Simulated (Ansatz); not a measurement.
How far each method lies from full CI for HBSi, singlet

Geometry: a point of a stretch scan, not a stationary point.

```yaml
atoms:
  - { symbol: Si, position_ang: [0.0000, 0.0000, 1.7807] }
  - { symbol: B, position_ang: [0.0000, 0.0000, -0.2973] }
  - { symbol: H, position_ang: [0.0000, 0.0000, -1.4833] }
```

Basis 6-31G; Ansatz 0.2.0. Correlated methods freeze the noble-gas cores, which leaves 8 electrons in 18 orbitals. R marks a restricted (for open shells ROHF) determinant, U an unrestricted one. Active spaces: valence = (8e, 9o) chosen from the atoms' valence shells; pair = (2e, 2o) about the gap.

Full CI is exact within this basis and frozen core; it isn't the basis-set limit. The frozen core follows each run's orbitals, which can shift R against U totals by a few meV.

The determinant fills πx and πy unequally, so it is a mixture of Σ and Δ, which weighs on every level built on one determinant.

- UHF ⟨S²⟩: 1.006
- ⟨S²⟩ of the determinant under UCCSD: 1.000
- T1 diagnostic (RCCSD): 0.0265
- largest doubles amplitude (RCCSD): 0.228

```json
{"level": "RHF", "E − E(full CI) (meV)": "3472", "share of correlation (%)": "0.00", "wall time": "–"}
{"level": "UHF†", "E − E(full CI) (meV)": "2734", "share of correlation (%)": "–", "wall time": "0.45 s"}
{"level": "RMP2", "E − E(full CI) (meV)": "1006", "share of correlation (%)": "71.04", "wall time": "–"}
{"level": "UMP2†", "E − E(full CI) (meV)": "552", "share of correlation (%)": "–", "wall time": "–"}
{"level": "CISD", "E − E(full CI) (meV)": "456", "share of correlation (%)": "86.87", "wall time": "0.36 s"}
{"level": "RCCSD", "E − E(full CI) (meV)": "218", "share of correlation (%)": "93.72", "wall time": "–"}
{"level": "UCCSD*†", "E − E(full CI) (meV)": "-182", "share of correlation (%)": "–", "wall time": "–"}
{"level": "RCCSD(T)", "E − E(full CI) (meV)": "108", "share of correlation (%)": "96.90", "wall time": "0.3 s"}
{"level": "UCCSD(T)*†", "E − E(full CI) (meV)": "-339", "share of correlation (%)": "–", "wall time": "2.1 s"}
{"level": "BCCD(T)", "E − E(full CI) (meV)": "111", "share of correlation (%)": "96.80", "wall time": "0.33 s"}
{"level": "RCCSDT*", "E − E(full CI) (meV)": "61", "share of correlation (%)": "98.26", "wall time": "–"}
{"level": "UCCSDT*†", "E − E(full CI) (meV)": "-509", "share of correlation (%)": "–", "wall time": "–"}
{"level": "CISDTQ", "E − E(full CI) (meV)": "50", "share of correlation (%)": "98.57", "wall time": "1.8 s"}
{"level": "RCCSDT(Q)*", "E − E(full CI) (meV)": "22", "share of correlation (%)": "99.38", "wall time": "0.78 s"}
{"level": "UCCSDT(Q)*†", "E − E(full CI) (meV)": "-554", "share of correlation (%)": "–", "wall time": "4.6 s"}
{"level": "RCCSDTQ*", "E − E(full CI) (meV)": "3", "share of correlation (%)": "99.91", "wall time": "7 s"}
{"level": "UCCSDTQ*†", "E − E(full CI) (meV)": "-548", "share of correlation (%)": "–", "wall time": "28 s"}
{"level": "CASSCF (valence space)", "E − E(full CI) (meV)": "802", "share of correlation (%)": "76.91", "wall time": "–"}
{"level": "NEVPT2 (valence space)", "E − E(full CI) (meV)": "236", "share of correlation (%)": "93.21", "wall time": "5.5 s"}
{"level": "MRCISD (valence space)", "E − E(full CI) (meV)": "20", "share of correlation (%)": "99.41", "wall time": "–"}
{"level": "MRCISD+Q (valence space)", "E − E(full CI) (meV)": "3", "share of correlation (%)": "99.91", "wall time": "8 s"}
```

An asterisk marks runs whose energy the program itself flagged as in doubt. A dagger marks rows that describe another state than the reference (another or a broken symmetry, a higher spin or other natural occupations), so the difference isn't the method's error.

The correlation energy at full CI, counted from RHF, is -3.472 eV. That run took 19 s on 1 thread of Arm Neoverse V2, shared host over 2,341,648 determinants.

Run but not shown, since their state, orbitals or frozen core can't be matched to the reference's or they repeat it: CASSCF (pair space), NEVPT2 (pair space), MRCISD (pair space), MRCISD+Q (pair space).

Times hold each run's SCF and search for its determinant on a shared host, so for small cases they say little of a method's own cost; they ran on 1 thread of Arm Neoverse V2.

Unrestricted levels hold only the spin's projection, and here they fall towards a lower state of higher spin.

The full-CI state has the irrep A1 of C2v, in the program's axes (one component, if the state is degenerate).

Natural occupations of full CI about the gap: 1.967 1.961 1.929 0.948 0.929 0.085 0.083 0.046 0.019 0.008; effectively unpaired electrons, Σ n²(2−n)², 2.07. No single determinant describes this state well, so single-reference rows can miss without a flag.
